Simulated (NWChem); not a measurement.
# benzene (C6H6); SMILES c1ccccc1

```xyz
12

C      0.9864     0.9864     0.0000
C     -0.3610     1.3474     0.0000
C     -1.3474     0.3610     0.0000
C     -0.9864    -0.9864     0.0000
C      0.3610    -1.3474     0.0000
C      1.3474    -0.3610     0.0000
H      1.7592     1.7592     0.0000
H     -0.6439     2.4031     0.0000
H     -2.4031     0.6439     0.0000
H     -1.7592    -1.7592     0.0000
H      0.6439    -2.4031     0.0000
H      2.4031    -0.6439     0.0000
```
Atoms are numbered in this order, from 1.

Program: NWChem. Pople sets run with spherical d functions. Coordinates come from a PBE0/def2-SVP optimisation.

Q: Taking Hartree-Fock/6-311G** as the yardstick, which of these has the fewest basis functions while keeping “highest occupied level (eV)” within 0.2 eV of it: Hartree-Fock/STO-3G; Hartree-Fock/6-31G*; Hartree-Fock/3-21G?

A: Hartree-Fock/3-21G.
```tsv
level	basis functions	highest occupied level (eV)
Hartree-Fock/STO-3G	36	-7.61
Hartree-Fock/3-21G	66	-9.19
Hartree-Fock/6-31G*	96	-8.97
Hartree-Fock/6-311G**	144	-9.11
```

The yardstick is one finite set, not the basis-set limit.
